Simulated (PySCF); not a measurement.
# Vibration and rotation of Cl₂⁺

PBE0 constants of Cl₂⁺, doublet, unpaired electrons π ↑ (PySCF, no relativity, basis sets Cl def2-TZVP; masses 34.9689 and 34.9689 u):

```
ωe              : 678.1 cm⁻¹
ωexe            : 2.43 cm⁻¹
Be              : 0.27169 cm⁻¹
αe              : 0.00140 cm⁻¹
D (centrifugal) : 1.74e-07 cm⁻¹
De to Cl⁺ + Cl  : 4.23 eV
```

(1) Give the vibrational terms G(v) and spacings up to v = 6.

(2) How well does the Morse estimate ωe²/(4ωexe) reproduce De, and what is D0?

The state is the lowest determinant that a PBE0 search found; another state may lie lower at other levels.

## Answers

(1) G(v) = ωe(v+½) − ωexe(v+½)².

```json
{"v": "0", "G(v) (cm⁻¹)": "338.4", "G(v) − G(v−1)": "", "Bv (cm⁻¹)": "0.2710"}
{"v": "1", "G(v) (cm⁻¹)": "1011.7", "G(v) − G(v−1)": "673.2", "Bv (cm⁻¹)": "0.2696"}
{"v": "2", "G(v) (cm⁻¹)": "1680.1", "G(v) − G(v−1)": "668.4", "Bv (cm⁻¹)": "0.2682"}
{"v": "3", "G(v) (cm⁻¹)": "2343.6", "G(v) − G(v−1)": "663.5", "Bv (cm⁻¹)": "0.2668"}
{"v": "4", "G(v) (cm⁻¹)": "3002.2", "G(v) − G(v−1)": "658.7", "Bv (cm⁻¹)": "0.2654"}
{"v": "5", "G(v) (cm⁻¹)": "3656.0", "G(v) − G(v−1)": "653.8", "Bv (cm⁻¹)": "0.2640"}
{"v": "6", "G(v) (cm⁻¹)": "4305.0", "G(v) − G(v−1)": "648.9", "Bv (cm⁻¹)": "0.2626"}
```

(2) It gives 5.87 eV, 139 % of the computed De. D0 = De − G(0) = 4.23 − 0.04 = 4.19 eV.
